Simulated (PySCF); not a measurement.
A geometry optimisation on 3-chloro-1-butyne (`C(#C)[C@H](C)Cl`).

Computed with PBE0-D3(BJ)/def2-TZVP geometry optimisation, gas phase (PySCF 2.14.0). Start geometry: GFN2-xTB. The input is one job of a driver script: a line of settings, then coordinates in Å.

Input:
```
{"job": {"xc": "PBE0", "basis": "def2-TZVP", "d3": "d3bj", "grid": 2, "kind": "geom"}, "charge": 0, "multiplicity": 1}
C      2.257783     0.351087    -0.133706
C      1.075366     0.427687     0.037261
C     -0.355451     0.530717     0.192848
C     -1.047340    -0.815010     0.040332
Cl    -0.980162     1.677095    -1.068551
H      3.296279     0.276259    -0.261777
H     -0.597201     0.994405     1.153989
H     -0.822259    -1.246627    -0.932021
H     -0.694055    -1.492914     0.815504
H     -2.124079    -0.698047     0.133592
```

Output:
```
step   0  E = -615.29341085  max force = 0.012291
step   1  E = -615.29377341  max force = 0.002077
step   2  E = -615.29388029  max force = 0.001389
step   3  E = -615.29393281  max force = 0.000869
step   4  E = -615.29395979  max force = 0.000511
step   5  E = -615.29397915  max force = 0.000408
step   6  E = -615.29398280  max force = 0.000285
optimisation converged
```

Energies in Eh; «max force» is the largest Cartesian gradient component in Eh/bohr.

Q: How much energy does the optimisation release, in kcal/mol?

A: E(step 0) − E(last step) = 0.000572 Eh, which is 0.4 kcal/mol.

Q: Give the first gradient maximum in eV/Å.

A: With 1 Eh/bohr = 51.422 eV/Å, 0.632 eV/Å.

Main results: final energy -615.29398 Eh after 6 steps; dipole 1.89 D.

Q: Where do the atoms end?

A: 0.036 Å rms from the input after alignment:
```
atom  x, y, z in Å
C1     2.2732    0.2909    0.0776
C2     1.0836    0.3696    0.2083
C3    -0.3553    0.4233    0.3606
C4    -1.0613   -0.7272   -0.3307
Cl5   -0.9783    1.9927   -0.2761
H6     3.3298    0.2294   -0.0345
H7    -0.6056    0.4411    1.4228
H8    -0.8422   -0.7188   -1.3983
H9    -0.7127   -1.6723    0.0910
H10   -2.1388   -0.6460   -0.1872
```

Q: Estimate the wall time. Hardware: an Intel Xeon Platinum 8488C with one thread, no GPU (shared host). And the peak memory of the process?

A: About 95 s, with 0.79 GiB resident at the peak, the Python interpreter and its libraries included.
Labels such as C1 count atoms from 1, the log's own numbers from 0.
